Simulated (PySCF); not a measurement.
LiF, SMILES [Li][F]. Atoms are numbered in the order given.

```xyz
2

Li     0.0000     0.0000    -1.1760
F      0.0000     0.0000     0.3920
```
Charge 0, spin multiplicity 1.

The structure is a stationary point at PBE0-D3(BJ)/def2-TZVPD.

All values below come from PySCF 2.14.0 with PBE0-D3(BJ)/def2-TZVPD.

No scaling factor is applied to the harmonic values.

Computed harmonic wavenumbers and intensities:
```tsv
mode	ν (cm⁻¹)	IR (km/mol)	Raman (Å⁴/amu)	depolarisation	moving atoms (share of kinetic energy)
1	908	154.5	4.6	0.01	Li 73 %, F 27 %
```
